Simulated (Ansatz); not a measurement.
# H4N2Si: two geometries relaxed

Aim: relax the geometries before and after the inversion of the pyramid at N1, and see whether they are two minima and how far apart in energy. SMILES of the start: N[Si]N.

All numbers below are computed with Ansatz 0.2.0 (RKS PBE0-D4/STO-3G).

## Step 1: The starting structure

Bond lengths: N1–Si2 1.628 Å, Si2–N3 1.664 Å, N1–H4 0.989 Å, N1–H5 1.010 Å, N3–H6 1.036 Å, N3–H7 1.066 Å. Angles: N1–Si2–N3 91.8°, Si2–N1–H4 113.0°, Si2–N1–H5 111.8°, H4–N1–H5 102.6°, Si2–N3–H6 109.9°, Si2–N3–H7 112.4°, H6–N3–H7 102.9°.

Coordinates:

```xyz
7

N    -0.9757    0.4178   -0.5039
Si   -0.1970   -1.0088   -0.4107
N     0.9983   -0.3536    0.5437
H    -1.9325    0.3210   -0.7355
H    -1.0118    0.8846    0.3911
H     1.2706    0.5764    0.1783
H     1.9094   -0.9054    0.4913
```

## Step 2: End point A

input.yaml reads:

```yaml
crystal:
  periodic: [false, false, false]
  atoms:
    - { symbol: "N", position_ang: [-0.9757, 0.4178, -0.5039] }
    - { symbol: Si, position_ang: [-0.197, -1.0088, -0.4107] }
    - { symbol: "N", position_ang: [0.9983, -0.3536, 0.5437] }
    - { symbol: H, position_ang: [-1.9325, 0.321, -0.7355] }
    - { symbol: H, position_ang: [-1.0118, 0.8846, 0.3911] }
    - { symbol: H, position_ang: [1.2706, 0.5764, 0.1783] }
    - { symbol: H, position_ang: [1.9094, -0.9054, 0.4913] }
basis:
  gaussian: { orbitals: STO-3G }
hamiltonian:
  xc: pbe0
  dispersion: d4
relax:
  f_tol: 0.015
  max_steps: 40
```

Command:

```bash
ansatz run input.yaml --threads 1 --pin off --max-ram 2048MiB --backend cpu --events-out ev --progress --plain --runs-dir out
```

Output, cut to the lines that bear on the results:

```text
Warning: RAYON_NUM_THREADS=1 ignored (pool sized by the plan → 1); use --threads N
[...]
Functional definition: PBE0
[...]
320 factors; integrals over basis functions are off by at most 1.3e-5 eV
[...]
mean field -10784.08255638 eV, -396.3077242332 hartree, gradient 3.6e-5 eV, S^2 0.000000; 0 other end points of the search recorded, 0 dependent functions left out
[...]
reference -10784.08257129 eV, -396.3077247814 hartree; 16, 16 occupied and 7, 7 virtual orbitals, 320 factors
relax step   1: F+E_penalty+E_count = -10784.17893430 eV  Δ(F+E_penalty+E_count) = +0.000e0 eV  max|allowed force component| = 5.817e0 eV/Å  Δτ_max = 0.0000 Å  (19 SCF iters, accepted)
[...]
relax step   7: F+E_penalty+E_count = -10785.27015927 eV  Δ(F+E_penalty+E_count) = -1.327e-2 eV  max|allowed force component| = 4.281e-2 eV/Å  Δτ_max = 0.0712 Å  (23 SCF iters, accepted)
[...]
relax step   8: F+E_penalty+E_count = -10785.27047310 eV  Δ(F+E_penalty+E_count) = -3.138e-4 eV  max|allowed force component| = 3.689e-3 eV/Å  Δτ_max = 0.0137 Å  (24 SCF iters, accepted)
320 factors; integrals over basis functions are off by at most 1.1e-5 eV
[...]
mean field -10785.17601651 eV, -396.3479081519 hartree, gradient 1.2e-5 eV, S^2 0.000000; 1 other end points of the search recorded, 0 dependent functions left out
[...]
reference -10785.17603237 eV, -396.3479087348 hartree; 16, 16 occupied and 7, 7 virtual orbitals, 320 factors
Total energy: -10785.27048896 eV, -396.3513799504 hartree
Atom 0 at    -1.177730     0.289224    -0.353111 Å, force     0.003374     0.001560    -0.001605 eV/Å
Atom 1 at    -0.194983    -1.118937    -0.450685 Å, force    -0.000595    -0.003162    -0.001302 eV/Å
Atom 2 at     1.177678    -0.405247     0.300767 Å, force    -0.003575     0.000757     0.003617 eV/Å
Atom 3 at    -2.145846     0.317926    -0.711692 Å, force    -0.003689    -0.001554    -0.000306 eV/Å
Atom 4 at    -0.924033     1.211279     0.045546 Å, force     0.001467     0.001913     0.001368 eV/Å
Atom 5 at     1.270937     0.562365     0.659244 Å, force    -0.000559     0.002757     0.000222 eV/Å
Atom 6 at     2.055277    -0.924610     0.464231 Å, force     0.003576    -0.002272    -0.001994 eV/Å
Dipole moment:     0.042779     0.233800     0.094198 e Å
```

Run time: 8.3 s. Hardware: 1 thread of Intel Xeon at 2.70GHz, shared host; peak memory 0.11 GiB.

Relaxation path:

| step | energy from step 1 (eV) | largest force component (eV/Å) |
| --- | --- | --- |
| 1 | 0.0000 | 5.8170 |
| 2 | -0.7761 | 2.1831 |
| 3 | -0.9788 | 1.1273 |
| 4x | -0.9001 | 1.6191 |
| 5 | -1.0662 | 0.2494 |
| 6 | -1.0780 | 0.2094 |
| 7 | -1.0912 | 0.0428 |
| 8 | -1.0915 | 0.0037 |

Step 1 is the start. 1 step was tried and not accepted (4; marked x where the table lists them).

After: Bond lengths: N1–Si2 1.720 Å, Si2–N3 1.720 Å, N1–H4 1.033 Å, N1–H5 1.036 Å, N3–H6 1.036 Å, N3–H7 1.033 Å. Angles: N1–Si2–N3 95.2°, Si2–N1–H4 122.6°, Si2–N1–H5 127.6°, H4–N1–H5 109.8°, Si2–N3–H6 127.6°, Si2–N3–H7 122.6°, H6–N3–H7 109.8°.

## Step 3: Relaxing end B

The second end starts from a geometry with the move made by hand.

Edit input.yaml of step 2 so:

```diff
@@ -6,4 +6,4 @@
     - { symbol: "N", position_ang: [0.9983, -0.3536, 0.5437] }
-    - { symbol: H, position_ang: [-1.9325, 0.321, -0.7355] }
-    - { symbol: H, position_ang: [-1.0118, 0.8846, 0.3911] }
+    - { symbol: H, position_ang: [-1.33575, 0.6029, -1.40644] }
+    - { symbol: H, position_ang: [-0.35094, 1.19678, -0.35192] }
     - { symbol: H, position_ang: [1.2706, 0.5764, 0.1783] }
```

Command:

```bash
ansatz run input.yaml --threads 1 --pin off --max-ram 2048MiB --backend cpu --events-out ev --progress --plain --runs-dir out
```

Output, cut to the lines that bear on the results:

```text
Warning: RAYON_NUM_THREADS=1 ignored (pool sized by the plan → 1); use --threads N
[...]
Functional definition: PBE0
[...]
321 factors; integrals over basis functions are off by at most 1.3e-5 eV
[...]
mean field -10783.97100697 eV, -396.3036248680 hartree, gradient 1.5e-5 eV, S^2 0.000000; 0 other end points of the search recorded, 0 dependent functions left out
[...]
reference -10783.97102145 eV, -396.3036254000 hartree; 16, 16 occupied and 7, 7 virtual orbitals, 321 factors
relax step   1: F+E_penalty+E_count = -10784.06779600 eV  Δ(F+E_penalty+E_count) = +0.000e0 eV  max|allowed force component| = 5.999e0 eV/Å  Δτ_max = 0.0000 Å  (20 SCF iters, accepted)
[...]
relax step   7: F+E_penalty+E_count = -10785.27039431 eV  Δ(F+E_penalty+E_count) = -8.809e-3 eV  max|allowed force component| = 3.334e-2 eV/Å  Δτ_max = 0.0258 Å  (24 SCF iters, accepted)
[...]
mean field -10785.17602265 eV, -396.3479083776 hartree, gradient 5.6e-6 eV, S^2 0.000000; 1 other end points of the search recorded, 0 dependent functions left out
[...]
reference -10785.17603851 eV, -396.3479089604 hartree; 16, 16 occupied and 7, 7 virtual orbitals, 321 factors
Total energy: -10785.27049716 eV, -396.3513802516 hartree
Atom 0 at    -0.875466     0.479467    -0.775384 Å, force    -0.006286     0.007482    -0.003399 eV/Å
Atom 1 at    -0.169467    -1.056036    -0.456567 Å, force    -0.001620    -0.006668    -0.001474 eV/Å
Atom 2 at     1.220970    -0.427854     0.337064 Å, force     0.011379     0.004930     0.006117 eV/Å
Atom 3 at    -1.777540     0.585216    -1.267477 Å, force     0.005973     0.001832     0.003856 eV/Å
Atom 4 at    -0.499833     1.412622    -0.526501 Å, force    -0.002959    -0.005010    -0.001917 eV/Å
Atom 5 at     1.454863     0.566667     0.510627 Å, force    -0.000713    -0.007639    -0.000749 eV/Å
Atom 6 at     1.965383    -1.034002     0.718578 Å, force    -0.005774     0.005075    -0.002435 eV/Å
Dipole moment:     0.075633     0.238581     0.052019 e Å
```

It took 8.1 s on 1 thread of Intel Xeon at 2.70GHz, shared host; peak memory 0.11 GiB.

Relaxation path:

```
step  energy from step 1 (eV)  largest force component (eV/Å)
   1                   0.0000                          5.9986
   2                  -0.8632                          2.2490
   3                  -1.1116                          0.6848
   4                  -1.1529                          0.4134
   5                  -1.1858                          0.5287
   6                  -1.1938                          0.5295
   7                  -1.2026                          0.0333
   8                  -1.2027                          0.0114
```

Step 1 is the start.

After: Bond lengths: N1–Si2 1.720 Å, Si2–N3 1.720 Å, N1–H4 1.033 Å, N1–H5 1.036 Å, N3–H6 1.036 Å, N3–H7 1.033 Å. Angles: N1–Si2–N3 95.2°, Si2–N1–H4 122.6°, Si2–N1–H5 127.6°, H4–N1–H5 109.8°, Si2–N3–H6 127.6°, Si2–N3–H7 122.6°, H6–N3–H7 109.8°.

## Step 4: Results

```
                           quantity                    value
                              end A  6 moves, 1.092 eV lower
                              end B  7 moves, 1.203 eV lower
largest difference between the ends                   0.00 Å
            end B relative to end A                -0.000 eV
```

**Reading.** The two relaxations end at one structure, within 0.00 Å: no second minimum was found from this start, which doesn't rule one out. In so small a basis the energies are only a sketch.
